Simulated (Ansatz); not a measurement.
Diamond-structure Si, electronic dielectric constant ε∞

Reference value: 11.8 (measured, 300 K, not corrected to a static lattice, our sources range from 11.7 to 12.1; as tabulated in Skelton et al. (2020), arXiv:2005.00277).

```
level (code)               value  cell (Å³/atom)
-------------------  -----------  --------------
LDA (Ansatz)         13.3 ± 0.04           19.70
BLYP (Ansatz)                [?]           21.17
PBE (Ansatz)         13.0 ± 0.04           20.46
PBE-D3(BJ) (Ansatz)  12.9 ± 0.04           19.92
r²SCAN (Ansatz)      11.7 ± 0.04           20.17
```

Task: Fill in the missing entries.

Result: 
- BLYP (Ansatz, a first-principles code), value: 12.6 ± 0.04

Differences against the reference: LDA +12.7 %, BLYP +6.8 %, PBE +10.2 %, PBE-D3(BJ) +9.3 %, r²SCAN -0.8 %.

Once the reference is moved by up to 3.0 % (a margin picked here for doubts on the reference and the settings, and for temperature and zero-point motion) and values within 1.7 % count as equal, the nearest can be r²SCAN (-0.8 %) or BLYP (+6.8 %). Among them LDA (+12.7 %) misses by most. Within 20 %: LDA, BLYP, PBE, PBE-D3(BJ), r²SCAN.

The reference isn't brought to a static lattice, while the calculations are for one, so the differences are not the levels' errors alone.  A ± on a computed value is a rough bar: the spread of its extrapolation, a floor set from checks against published values, or a statistical error. Each level is taken at its own relaxed cell. Cutoffs differ between the levels. Ansatz's density-functional and Hartree–Fock values are scalar-relativistic unless marked +SOC, with PAW data made under PBE.

Differences are worked out from the printed values.
